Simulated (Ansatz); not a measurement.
# What each rung costs, and what it gives

Saddle point of CH5FSi, singlet (CH₄Si ([CH3][SiH]) + HF → CH₅FSi ([CH3][SiH2][F]); bonds formed: Si1–H3, Si1–F4; bonds broken: H3–F4), PBE0-D4/def2-TZVP structure:

| atom | x (Å) | y (Å) | z (Å) |
| --- | --- | --- | --- |
| Si1 | -0.9201 | -0.1038 | -0.2162 |
| C2 | 0.8185 | -0.6324 | 0.2355 |
| H3 | -1.1974 | 1.0656 | -1.4132 |
| F4 | -0.6400 | 1.7997 | -0.7740 |
| H5 | -1.5628 | 0.1217 | 1.1232 |
| H6 | 1.4589 | -0.7575 | -0.6381 |
| H7 | 0.7720 | -1.5890 | 0.7678 |
| H8 | 1.2711 | 0.0959 | 0.9150 |

Barriers are electronic and count from the start structure reached by relaxing down the imaginary mode.

Ansatz 0.2.0; basis: as named in each row; cores frozen in the correlated methods. B3LYP uses VWN-RPA correlation. Extrapolation: Hartree–Fock as exp(−7.88 √X), correlation as X^−2.97.

Times are rough, for one single point on 2 threads of a shared host (Arm Neoverse V1).

The estimate by CCSD(T) at an estimated basis limit (MP2 extrapolated from triple and quadruple zeta, plus CCSD(T) − MP2 in triple zeta) is 0.400 eV.

| method | basis | time (s) | barrier (eV) | method less estimate |
| --- | --- | --- | --- | --- |
| HF | STO-3G | under 1 | 1.190 | 0.790 |
| PBE-D4 | STO-3G | under 1 | -0.521 | -0.921 |
| SPW92 | def2-SVP | under 1 | -0.130 | -0.530 |
| PBE-D4 | def2-SVP | under 1 | 0.034 | -0.367 |
| B3LYP-D4 | 6-31G | under 1 | 0.286 | -0.114 |
| PBE0-D4 | def2-SVP | under 1 | 0.246 | -0.154 |
| SPW92 | def2-TZVPP | 1 | -0.081 | -0.481 |
| CCSD(T) | def2-SVP | 2 | 0.521 | 0.121 |
| PBE-D4 | def2-TZVPP | 2 | 0.078 | -0.322 |
| BLYP-D4 | def2-TZVPP | 2 | 0.166 | -0.234 |
| B3LYP-D4 | def2-TZVPP | 2 | 0.294 | -0.106 |
| BHLYP-D4 | def2-TZVPP | 3 | 0.500 | 0.099 |
| CAM-B3LYP-D4 | def2-TZVPP | 3 | 0.315 | -0.085 |
| PBE0-D4 | def2-TZVPP | 3 | 0.257 | -0.143 |
| r2SCAN-D4 | def2-TZVPP | 3 | 0.114 | -0.286 |
| wB97M-V | def2-SVP | 4 | 0.351 | -0.049 |
| r2SCAN0-D4 | def2-TZVPP | 4 | 0.276 | -0.124 |
| RPA on PBE | def2-TZVPP | 4 | 0.402 | 0.002 |
| B2PLYP | def2-TZVPP | 4 | 0.328 | -0.073 |
| PBE-QIDH | def2-TZVPP | 4 | 0.364 | -0.036 |
| wB97X-V | def2-TZVPP | 7 | 0.332 | -0.068 |
| B97M-V | def2-TZVPP | 8 | 0.314 | -0.087 |
| wB97M-V | def2-TZVPP | 8 | 0.376 | -0.025 |
| MP2 | def2-QZVPP | 18 | 0.332 | -0.068 |
| CCSD(T) | def2-TZVPP | 32 | 0.439 | 0.039 |

All methods are single points on the PBE0-D4 structures; a negative value means that the method puts the saddle structure below the start.

T1 diagnostic: at most 0.015. The restricted Hartree–Fock reference is unstable towards an unrestricted one at one or more of these structures.

Losses and insertions of silylenes and their heavier kin drive the gas-phase chemistry of silicon and germanium vapour deposition.

Labels in which every atom is bracketed show which atoms are joined, not bond orders.
